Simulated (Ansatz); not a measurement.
**C₆H₁₂: ionisation energy by level of theory**

One table from this session's results is given with a row withheld; the runs are named, their logs left out.

Method: unrestricted cation, the program's frozen cores in correlated methods; program: Ansatz 0.2.0, Gaussian basis.

Plan: UKS PBE-D4/def2-TZVPP; UKS r2SCAN-D4/def2-TZVPP; UKS PBE0-D4/def2-TZVPP; UKS B3LYP-D4/def2-TZVPP; UKS wB97X-V/def2-TZVPP; UKS wB97M-V/def2-TZVPP; UKS B2PLYP/def2-TZVPP; UHF-MP2/def2-TZVPP; UHF-MP2/def2-QZVPP; then −ε(HOMO) from the neutral's earlier runs with LDA (SPW92), PBE-D4, revPBE-D4, BLYP-D4, r2SCAN-D4, B97M-V, PBE0-D4, B3LYP-D4, r2SCANh-D4, r2SCAN0-D4, HSE06-D4, BHLYP-D4, CAM-B3LYP-D4, LC-ωPBE, ωB97X-V, ωB97M-V.

1 further run of the same task is left out (it didn't finish).

### Structure used throughout

The geometry comes from an earlier relaxation with PBE0-D4 in a triple-zeta def2 set; it is a stationary point, not always the lowest conformer.

SMILES `C=CC(C)CC`, 18 atoms, charge 0, spin multiplicity 1.

Atoms are counted from 1 here; the program's logs count them from 0.

Bond lengths: C1–C2 1.325 Å, C1–H7 1.084 Å, C1–H8 1.086 Å, C2–C3 1.497 Å, C2–H9 1.089 Å, C3–C4 1.527 Å, C3–C5 1.536 Å, C3–H10 1.096 Å, C4–H11 1.094 Å, C4–H12 1.092 Å, C4–H13 1.093 Å, C5–C6 1.520 Å, C5–H14 1.096 Å, C5–H15 1.095 Å, C6–H16 1.092 Å, C6–H17 1.092 Å, C6–H18 1.093 Å. Angles: C2–C1–H7 121.7°, C2–C1–H8 121.3°, H7–C1–H8 116.9°, C1–C2–C3 125.0°, C1–C2–H9 118.8°, C3–C2–H9 116.2°, C2–C3–C4 110.6°, C2–C3–C5 111.9°, C2–C3–H10 107.3°, C4–C3–C5 112.1°, C4–C3–H10 108.0°, C5–C3–H10 106.7°, C3–C4–H11 110.9°, C3–C4–H12 110.8°, C3–C4–H13 111.5°, H11–C4–H12 108.2°, H11–C4–H13 107.8°, H12–C4–H13 107.5° and more.

The first run:

The input, in.yaml:

```yaml
crystal:
  periodic: [false, false, false]
  atoms:
    - {symbol: C, position_ang: [-2.055768, -1.335841, -0.772335]}
    - {symbol: C, position_ang: [-1.200968, -0.652834, -0.024246]}
    - {symbol: C, position_ang: [0.267161, -0.532403, -0.289504]}
    - {symbol: C, position_ang: [1.071747, -1.042064, 0.903437]}
    - {symbol: C, position_ang: [0.662962, 0.898962, -0.682972]}
    - {symbol: C, position_ang: [0.409818, 1.963514, 0.372638]}
    - {symbol: H, position_ang: [-3.110886, -1.387782, -0.529409]}
    - {symbol: H, position_ang: [-1.728008, -1.871003, -1.658896]}
    - {symbol: H, position_ang: [-1.573065, -0.138753, 0.860940]}
    - {symbol: H, position_ang: [0.497269, -1.170942, -1.150614]}
    - {symbol: H, position_ang: [2.145102, -0.932062, 0.725743]}
    - {symbol: H, position_ang: [0.862920, -2.097576, 1.089137]}
    - {symbol: H, position_ang: [0.825809, -0.493722, 1.816350]}
    - {symbol: H, position_ang: [1.727875, 0.894370, -0.942101]}
    - {symbol: H, position_ang: [0.123245, 1.163293, -1.597827]}
    - {symbol: H, position_ang: [0.727136, 2.944053, 0.010999]}
    - {symbol: H, position_ang: [0.960754, 1.763556, 1.294587]}
    - {symbol: H, position_ang: [-0.650300, 2.038434, 0.625876]}
basis:
  gaussian: {orbitals: def2-TZVPP}
total_charge: 1
magnetization: {spin_polarized: true, initial_magnetization: 1}
hamiltonian: {xc: pbe, dispersion: d4}
```

On the command line:

```bash
$ ansatz run in.yaml --threads 2 --pin off --events-out ev --progress --plain --max-ram 22528MiB --backend cuda --devices 0, --max-vram 18GiB
```

Steps of the session up to this table: Cation, UKS PBE-D4/def2-TZVPP; Cation, UKS r2SCAN-D4/def2-TZVPP; Cation, UKS PBE0-D4/def2-TZVPP; Cation, UKS B3LYP-D4/def2-TZVPP; Cation, UKS wB97X-V/def2-TZVPP; Cation, UKS wB97M-V/def2-TZVPP; Cation, UKS B2PLYP (frozen core)/def2-TZVPP; Cation, UHF-MP2/def2-TZVPP; Cation, UHF-MP2/def2-QZVPP.

One of the session's tables, all rows but one given; the rest of the session is left out.

It belongs to the step «Ionisation energies side by side». For comparison, −ε(HOMO) of the neutral from earlier runs:

```
  functional  −ε(HOMO) (eV)
 LDA (SPW92)           6.43
      PBE-D4           6.24
   revPBE-D4           6.17
     BLYP-D4           6.08
   r2SCAN-D4           6.43
      B97M-V           6.46
     PBE0-D4           7.36
    B3LYP-D4              ?
  r2SCANh-D4           6.85
  r2SCAN0-D4           7.49
    HSE06-D4           6.95
    BHLYP-D4           8.32
CAM-B3LYP-D4           8.70
     LC-ωPBE          10.10
     ωB97X-V           9.71
     ωB97M-V           9.63
```

Q: Estimate the row for B3LYP-D4 from the others.

Worked estimate for «−ε(HOMO) (eV)». Against the share of exact exchange, BLYP-D4 (0, 6.08), BHLYP-D4 (0.5, 8.32) give a slope of 4.48 per unit share; at 0.2 the line stands at 6.98.

**Answer.** −ε(HOMO) (eV): 7.13. In «−ε(HOMO) (eV)» the line misses by -0.15.
